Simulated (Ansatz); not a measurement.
For chalcopyrite CdSnAs2, PBEsol (Ansatz, a first-principles code, PAW) gives:

```
Quantity                               Value
------------------------------  ------------
equilibrium lattice constant a       6.102 Å
lattice parameter c                 12.005 Å
cohesive energy                 2.98 eV/atom
band gap                             0.00 eV
```

**Question.** What does HSE06 (Ansatz, plane waves, PAW) give for the same quantities?

**Answer.** 
- lattice constant a: 6.145 Å (goes up by 0.7 %)
- lattice parameter c: 12.028 Å (rises by 0.2 %)
- cohesive energy: 2.58 eV/atom (decreases by 0.40 eV/atom)
- band gap: 0.21 eV (grows by 0.21 eV)

For comparison: band gap 0.26 eV (measured, temperature not stated, not corrected to a static lattice, direct or pseudo-direct at Γ; as tabulated in Ghosh et al. (2024), arXiv:2401.16805).

Changes are worked out from the printed values.

Unless a cell is named, each level is at its own relaxed cell (PBEsol 27.94, HSE06 28.39 Å³/atom).

Levels without +SOC leave out spin–orbit coupling, which shifts energies and cells of such heavy elements.

Spin–orbit coupling is included only where a level's name says +SOC; with heavier elements it mostly lowers gaps and can invert bands. A gap of zero means that the bands touch or overlap. Density-functional gaps are differences of (generalised) Kohn–Sham levels.

Caveats: the relaxation could not lower the start's symmetry, so the cell can be a saddle point above a distorted one (PBEsol, HSE06). Ansatz's density-functional and Hartree–Fock values are scalar-relativistic unless marked +SOC, with PAW data made under PBE.
